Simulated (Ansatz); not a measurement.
Basis-set series for C₅H₅ (`[CH]1C=CC=C1`) radical. Charge 0, multiplicity 2. All single points use the PBE0-D4/def2-TZVP geometry.

| atom | x (Å) | y (Å) | z (Å) |
| --- | --- | --- | --- |
| C1 | -0.832 | -0.696 | 0.464 |
| C2 | 0.077 | 0.128 | 1.206 |
| C3 | 0.869 | 0.767 | 0.303 |
| C4 | 0.460 | 0.344 | -1.047 |
| C5 | -0.572 | -0.542 | -0.927 |
| H6 | -1.594 | -1.333 | 0.895 |
| H7 | 0.114 | 0.215 | 2.281 |
| H8 | 1.665 | 1.466 | 0.517 |
| H9 | 0.914 | 0.689 | -1.966 |
| H10 | -1.099 | -1.039 | -1.727 |

```json
{"functional": "PBE0-D4", "basis": "def2-TZVPP", "functions": "225", "energy (Eh)": "-193.30353", "HOMO (eV)": "-6.27", "LUMO (eV)": "-3.36"}
{"functional": "PBE0-D4", "basis": "def2-QZVPP", "functions": "435", "energy (Eh)": "-193.31385", "HOMO (eV)": "-6.29", "LUMO (eV)": "-3.39"}
{"functional": "ωB97M-V", "basis": "def2-TZVPP", "functions": "225", "energy (Eh)": "-193.44678", "HOMO (eV)": "-8.45", "LUMO (eV)": "-1.37"}
{"functional": "ωB97M-V", "basis": "def2-QZVPP", "functions": "435", "energy (Eh)": "-193.45638", "HOMO (eV)": "-8.46", "LUMO (eV)": "-1.42"}
```

Q: Give the rows for def2-SVP. (Best estimate.)

A: Computed: 
| functional | basis | functions | energy (Eh) | HOMO (eV) | LUMO (eV) |
| --- | --- | --- | --- | --- | --- |
| PBE0-D4 | def2-SVP | 95 | -193.09724 | -6.25 | -3.30 |
| ωB97M-V | def2-SVP | 95 | -193.23069 | -8.43 | -1.25 |

HOMO and LUMO are taken over both spins.
